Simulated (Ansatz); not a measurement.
Reaction (SMILES): CS (CH3-SH) + [H][H] (H2) → C (CH4) + S (H2S)
B3LYP-D3(BJ)/def2-TZVP geometries, fixed; electronic energies without zero-point terms.

Energies in hartree at MP2 with Ansatz (a program for electronic structure); the energy of full hydrogenation is their sum with the coefficients shown, times 627.509 kcal/mol a hartree. All functions are spherical. Cores are frozen. No added dispersion term, no relativity.

```
species      coefficient          part  cc-pV(D+d)Z  cc-pV(T+d)Z  cc-pV(Q+d)Z
-----------  -----------  ------------  -----------  -----------  -----------
CS (CH3-SH)           -1  Hartree-Fock   -437.72966   -437.75855   -437.76503
CS (CH3-SH)           -1   correlation     -0.28727     -0.36348     -0.39034
[H][H] (H2)           -1  Hartree-Fock     -1.12874     -1.13293     -1.13342
[H][H] (H2)           -1   correlation     -0.02641     -0.03169     -0.03312
C (CH4)               +1  Hartree-Fock    -40.19870    -40.21333    -40.21615
C (CH4)               +1   correlation     -0.16119     -0.19830     -0.21010
S (H2S)               +1  Hartree-Fock   -398.69871   -398.71493   -398.71899
S (H2S)               +1   correlation     -0.14593     -0.19080     -0.20675
```

Q: Predict the energy of full hydrogenation in cc-pV(5+d)Z (X = 5): let each Hartree-Fock step shrink by the ratio of the last two, and fit each correlation energy at X = 3 and 4 to E + A/X^3. Compare with the run.

A: 
- CS (CH3-SH): steps -0.02889 and -0.00648, ratio 0.224, so Hartree-Fock -437.76648 (run: -437.76643); A = (-0.36348 - (-0.39034))/(1/27 - 1/64) = 1.2544, correlation -0.39034 - A/64 + A/125 = -0.39990 (run: -0.40115).
- [H][H] (H2): steps -0.00419 and -0.00049, ratio 0.117, so Hartree-Fock -1.13348 (run: -1.13357); A = (-0.03169 - (-0.03312))/(1/27 - 1/64) = 0.0668, correlation -0.03312 - A/64 + A/125 = -0.03363 (run: -0.03367).
- C (CH4): steps -0.01463 and -0.00282, ratio 0.193, so Hartree-Fock -40.21669 (run: -40.21689); A = (-0.19830 - (-0.21010))/(1/27 - 1/64) = 0.5511, correlation -0.21010 - A/64 + A/125 = -0.21430 (run: -0.21437).
- S (H2S): steps -0.01622 and -0.00406, ratio 0.250, so Hartree-Fock -398.72001 (run: -398.71979); A = (-0.19080 - (-0.20675))/(1/27 - 1/64) = 0.7449, correlation -0.20675 - A/64 + A/125 = -0.21243 (run: -0.21334).
Predicted -18.79 kcal/mol; the run in cc-pV(5+d)Z gives -18.56, a miss of -0.23. Keeping the value in cc-pV(Q+d)Z, -18.88, would miss by -0.32. All sums are of the energies as printed.
